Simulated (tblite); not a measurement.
Compound: C2H3NO (charge -1 and doublet state).
Geometry (GFN2-xTB, Å), atoms numbered from 1 in this order:
```xyz
7
C2H3NO angstrom
N      1.264   -0.651   -0.265
C      0.313    0.225    0.032
C     -1.042   -0.114    0.043
O     -2.006    0.659    0.315
H      2.190   -0.214   -0.221
H      0.544    1.275    0.286
H     -1.259   -1.175   -0.216
```

Structure optimised with GFN2-xTB, isolated species. This method treats the open shell by occupation alone, without spin polarisation.

Masses are those of the commonest isotopes; rigid-rotor values at the optimised geometry. The values belong to one conformer with, in the numbering `[H]/[N:1]=[CH:2]/[CH:3][O-:4]`, N1–C2–C3–O4 180°.

Q: Give the principal moments of inertia and the rotational constants in cm⁻¹.

A: Ia = 8.62, Ib = 110.15, Ic = 118.77 u·Å²; 505379 MHz·u·Å²/I gives 58621, 4588 and 4255 MHz, that is A = 1.95540, B = 0.15304, C = 0.14193 cm⁻¹.

Q: Classify the top.

A: A near-prolate asymmetric top. Ray's parameter κ = (2B − A − C)/(A − C) = -0.988; −1 is the prolate and +1 the oblate limit.

Q: Is it planar, by Δ = Ic − Ia − Ib?

A: Planar: Δ = Ic − Ia − Ib = 0.00 u·Å². For a rigid frame Δ = −2 Σ m c², so it vanishes when all atoms lie in the ab plane; here none is more than 0.01 Å from it.

Q: Estimate the classical rotational partition function at 298.15 K and 500 K.

A: Point group Cs, symmetry number σ = 1; q = (√π/σ)·√((kT/h)³/(ABC)), k/h = 20836.6 MHz/K: 25700 at 298.15 K, 55700 at 500 K.

For this open shell read J as N, the rotation without spin; fine and hyperfine splittings come on top. Its GFN2-xTB frequencies are all real (lowest 262 cm⁻¹). Whether the extra electron is bound in the gas phase wasn't checked; a finite basis holds it in any case. No vibrational averaging or centrifugal distortion is included, and the geometry carries the error of its method.

Time: under 0.1 s wall. Hardware: an Arm Neoverse V2 with one thread, shared host. This is the geometry optimisation.

All values are computed, not measured.
